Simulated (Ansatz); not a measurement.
**Molecular dynamics of ClH7Si2**

input.yaml

```yaml
crystal:
  periodic: [false, false, false]
  atoms:
    - { symbol: Si, position_ang: [-0.917294, 0.021276, -0.201834] }
    - { symbol: Cl, position_ang: [0.731455, -0.261296, -2.113985] }
    - { symbol: H, position_ang: [-1.781414, -0.978498, -0.8789] }
    - { symbol: H, position_ang: [-1.88107, 0.846695, 0.619669] }
    - { symbol: Si, position_ang: [0.956035, -0.502371, 1.088739] }
    - { symbol: H, position_ang: [-0.278536, 1.107947, -1.535346] }
    - { symbol: H, position_ang: [-0.861472, 1.554902, -1.038226] }
    - { symbol: H, position_ang: [0.594297, -0.553045, 2.540798] }
    - { symbol: H, position_ang: [1.484868, -1.820869, 0.643785] }
    - { symbol: H, position_ang: [1.95323, 0.58526, 0.875297] }
basis:
  gaussian: { orbitals: def2-SVP }
hamiltonian:
  xc: pbe0
  dispersion: d4
md:
  timestep: 0.5
  n_steps: 200
  ensemble: nve
  temperature: 100.0
  initial_velocities: maxwell_boltzmann
  seed: 6765
```

Run as:

```bash
$ ansatz run input.yaml --threads 2 --pin off --max-ram 3072MiB --backend cpu --events-out ev --progress --plain --runs-dir out
```

It starts at the highest image of a converged band. Of that band: A structure lower than the last end lies on the path between it and the top, so the climb from that side starts below the end, which may itself be a saddle point or a shallow side well. Neighbouring images differ by up to 1.5 eV, so the band resolves the path poorly. A vibrational analysis at the climbing image gives one clearly imaginary mode, 812i cm⁻¹: a first-order saddle point.

Output, in part (step lines, the closing report, with atoms numbered from 0):

```
md step     0: t =     0.00 fs  T =   100.0 K  F+E_penalty+E_count = -28370.33058248 eV  E_kin = 0.103408 eV  conserved = -28370.22717448 eV  (23 SCF iters)
md step     1: t =     0.50 fs  T =    99.5 K  F+E_penalty+E_count = -28370.33000791 eV  E_kin = 0.102840 eV  conserved = -28370.22716742 eV  (22 SCF iters)
md step     2: t =     1.00 fs  T =    97.8 K  F+E_penalty+E_count = -28370.32824499 eV  E_kin = 0.101095 eV  conserved = -28370.22714971 eV  (22 SCF iters)
md step     3: t =     1.50 fs  T =    95.2 K  F+E_penalty+E_count = -28370.32557081 eV  E_kin = 0.098446 eV  conserved = -28370.22712462 eV  (22 SCF iters)
md step     4: t =     2.00 fs  T =    92.1 K  F+E_penalty+E_count = -28370.32237987 eV  E_kin = 0.095283 eV  conserved = -28370.22709681 eV  (22 SCF iters)
md step     5: t =     2.50 fs  T =    89.0 K  F+E_penalty+E_count = -28370.31911107 eV  E_kin = 0.092040 eV  conserved = -28370.22707123 eV  (22 SCF iters)
md step     6: t =     3.00 fs  T =    86.2 K  F+E_penalty+E_count = -28370.31616914 eV  E_kin = 0.089117 eV  conserved = -28370.22705225 eV  (22 SCF iters)
md step     7: t =     3.50 fs  T =    84.0 K  F+E_penalty+E_count = -28370.31385619 eV  E_kin = 0.086813 eV  conserved = -28370.22704285 eV  (22 SCF iters)
[... lines left out ...]
Total energy: -28371.55830976 eV, -1042.6355369509 hartree
Atom 0 at    -1.524237     0.127554     0.872495 Å, force    -0.147473    -0.936226     0.314907 eV/Å
Atom 1 at     1.406374    -0.324177    -3.094001 Å, force    -0.498388     1.907045     0.311038 eV/Å
Atom 2 at    -2.130185    -0.422361    -0.355371 Å, force    -0.154665    -0.319561    -0.234696 eV/Å
Atom 3 at    -2.266927    -0.320082     2.095374 Å, force    -0.119187    -0.004070    -0.121996 eV/Å
Atom 4 at     0.710741    -0.424846     1.183669 Å, force     0.394938     0.324128     0.111782 eV/Å
Atom 5 at     1.705931    -1.508515    -3.263345 Å, force     0.475406    -1.896338    -0.254482 eV/Å
Atom 6 at    -1.651969     1.556750     0.751916 Å, force    -0.025157     1.136924     0.015689 eV/Å
Atom 7 at     0.918099    -1.025177     2.543907 Å, force    -0.038069     0.117448    -0.045461 eV/Å
Atom 8 at     1.299871    -1.394629     0.207138 Å, force    -0.040637     0.183832    -0.075023 eV/Å
Atom 9 at     1.364199     0.946693     1.135285 Å, force     0.153233    -0.513182    -0.021758 eV/Å
Dipole moment:     0.084767    -0.279116    -0.107963 e Å
```

The steps, from the saved trajectory:

```csv
time (fs),T (K),potential energy less start (eV),conserved less start (meV/atom)
0.0,100,0.000,0.00
3.0,86,0.014,0.01
6.0,82,0.018,0.01
9.0,84,0.017,0.01
12.0,122,-0.023,0.02
15.0,247,-0.151,0.02
18.0,440,-0.353,-0.10
21.0,411,-0.321,0.14
24.0,726,-0.649,-0.18
27.0,719,-0.639,0.05
30.0,1007,-0.940,-0.18
33.0,982,-0.911,0.19
36.0,1234,-1.175,-0.21
39.0,1064,-0.995,0.10
42.0,1346,-1.292,-0.28
45.0,1210,-1.147,0.10
48.0,1300,-1.241,-0.08
51.0,1230,-1.168,0.03
54.0,1378,-1.324,-0.23
57.0,1346,-1.289,-0.12
60.0,1247,-1.186,0.00
63.0,1218,-1.156,0.02
66.0,1318,-1.261,-0.16
69.0,1325,-1.269,-0.21
72.0,1213,-1.151,0.02
75.0,1284,-1.225,-0.07
78.0,1238,-1.176,0.08
81.0,1401,-1.349,-0.29
84.0,1159,-1.094,0.10
87.0,1385,-1.331,-0.20
90.0,1224,-1.160,0.20
93.0,1344,-1.288,-0.19
96.0,1153,-1.089,0.06
99.0,1323,-1.267,-0.23
```

The run went to its last step. The conserved energy stayed within 0.31 meV per atom of its start (net change -0.17 meV per atom), so the integration is sound. The kinetic energy rose, since the run started high on the potential surface and went downhill. It ends in pieces (ClH + H6Si2), so much of that is their flight and rotation, not heat. A run of 0.1 ps of so small a system gives no equilibrium averages. The orbitals stay closed-shell, which can raise the energy where a bond breaks towards radicals; this wasn't checked here.

Between its relaxed ends the band would form Si1–H7, Cl2–H6 and break Si1–Cl2, H6–H7. These pairs go: Si1–H7 1.75 → 1.44 Å, Cl2–H6 1.80 → 1.23 Å, Si1–Cl2 2.54 → 4.95 Å, H6–H7 0.89 → 6.07 Å. In the last frame they stand as after the step (other bonds may differ from the relaxed reactants and products). It ends as ClH + H6Si2. Pairs count as bonded within 1.25 times the sum of covalent radii (0.12 Å more for H–H).

Last frame:

```xyz
10
Properties=species:S:1:pos:R:3
Si -1.524 0.128 0.873
Cl 1.406 -0.324 -3.094
H -2.130 -0.422 -0.355
H -2.267 -0.320 2.095
Si 0.711 -0.425 1.184
H 1.706 -1.508 -3.263
H -1.652 1.557 0.752
H 0.918 -1.025 2.544
H 1.300 -1.395 0.207
H 1.364 0.947 1.135
```

Run time: 120 s on 2 threads of AMD EPYC 9R45 96-Core Processor (Zen 5) (shared host), peak memory 0.2 GiB.
